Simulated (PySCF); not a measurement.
acetonitrile (C₂H₃N), SMILES CC#N.

The structure is a stationary point at ωB97X-D3(BJ)/def2-TZVP.

All values below come from ωB97X-D3(BJ)/def2-TZVP (PySCF 2.14.0).

No scaling factor is applied to the harmonic values.

Modes within 1.5 cm⁻¹ of each other (mostly degenerate sets) share a row, with their intensities summed.

Computed vibrational spectrum:
| mode | ν (cm⁻¹) | IR (km/mol) | moving atoms (share of kinetic energy) |
|---|---|---|---|
| 1–2 | 389 | 1.3 | C 59 %, N 21 %, H 20 % |
| 3 | 939 | 1.9 | C 56 %, N 27 %, H 16 % |
| 4–5 | 1068 | 4.0 | H 67 %, C 33 % |
| 6 | 1420 | 2.1 | H 79 %, C 21 % |
| 7–8 | 1482 | 23.3 | H 97 % |
| 9 | 2414 | 10.1 | C 62 %, N 38 % |
| 10 | 3088 | 2.7 | H 97 % |
| 11–12 | 3170 | 1.6 | H 91 %, C 9 % |
